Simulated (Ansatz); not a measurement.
Relaxation of BFH$_{4}$O (7 atoms, charge 0, multiplicity 1), to a largest force component of 0.03 eV/Å in at most 50 steps.

The calculation used RHF/def2-SVPD in Ansatz 0.2.0.

```xyz
7
Properties=species:S:1:pos:R:3
B 0.025 -0.417 -0.407
F -0.088 0.054 2.076
H 1.034 0.216 -0.441
H -1.030 0.015 -0.770
O 0.127 -1.730 0.010
H -0.686 -2.208 -0.028
H 0.260 -0.783 2.005
```

Problem. Where does it end, and by what steps?

Solution. The forces met the threshold. After 18 steps the energy has fallen by 0.270 eV; H4 moved furthest, 1.39 Å.

| step | energy less start (eV) | largest force component (eV/Å) | accepted |
| --- | --- | --- | --- |
| 0 | 0.0000 | 0.964 | yes |
| 1 | -0.0568 | 0.674 | yes |
| 2 | -0.0449 | 1.894 | no |
| 3 | -0.0746 | 0.950 | yes |
| 4 | -0.0955 | 0.736 | yes |
| 5 | -0.1279 | 0.391 | yes |
| 6 | -0.1572 | 0.132 | yes |
| 7 | -0.1674 | 0.123 | yes |
| 8 | -0.1687 | 1.347 | yes |
| 9 | -0.1792 | 1.691 | yes |
| 10 | -0.2305 | 0.687 | yes |
| 11 | -0.2390 | 0.624 | yes |
| 12 | -0.1051 | 0.759 | no |
| 13 | -0.2356 | 0.762 | no |
| 14 | -0.2626 | 0.174 | yes |
| 15 | -0.2662 | 0.205 | yes |
| 16 | -0.2671 | 0.194 | yes |
| 17 | -0.2692 | 0.041 | yes |
| 18 | -0.2695 | 0.013 | yes |

```xyz
7
Properties=species:S:1:pos:R:3
B -0.020 -0.376 -0.762
F 0.430 -0.675 2.978
H 0.704 0.566 -0.651
H -0.485 -0.715 -1.814
O -0.315 -1.076 0.359
H -0.891 -1.814 0.236
H 0.218 -0.764 2.099
```

Time of the run: 19 s on 1 thread of Arm Neoverse V2 (shared host), peak memory 0.15 GiB.
